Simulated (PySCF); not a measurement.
# Functional benchmark on one molecule

Molecule: `FP(F)P(F)F`, F₄P₂.

Geometry:
```
atom   x (Å)   y (Å)   z (Å)
  F1   1.708  -0.784  -0.785
  P2   1.037   0.462  -0.006
  F3   1.362   0.017   1.512
  P4  -1.038  -0.461   0.002
  F5  -1.712   0.787   0.775
  F6  -1.359  -0.019  -1.519
```

Geometry PBE0-D3(BJ)/def2-SVP throughout; GIAO in PySCF 2.14.0 with density-fitted response routines, gas phase, one conformer, non-relativistic; equivalent atoms averaged; basis pcSseg-2.

Reference values (measured; solution; George Maxwell Hunter, The Preparation and Properties of Some Difluorophosphites, PhD thesis, University of Edinburgh, 1981): δ(P2/P4) = 227.0 ppm vs 85 % H3PO4. Computed shifts are taken against H3PO4, calculated as an isolated molecule at each level.

How do the functionals HF, LDA, PBE, BLYP, BP86, OPBE perform against the reference? Times are CPU seconds on 1 thread of an Arm Neoverse V1, shared host.

Answers


```tsv
functional	kind	P2/P4	abs. error P	core-s
HF	Hartree–Fock	202.5	24.5	10
LDA	LDA	271.9	44.9	18
PBE	GGA	256.4	29.4	22
BLYP	GGA	266.3	39.3	21
BP86	GGA	258.3	31.3	22
OPBE	GGA	236.5	9.5	22
```

For ³¹P the closest is OPBE (9.5 ppm) and the furthest LDA (44.9 ppm). One molecule is a small sample, and vibrational and solvent effects are absent from the calculation.
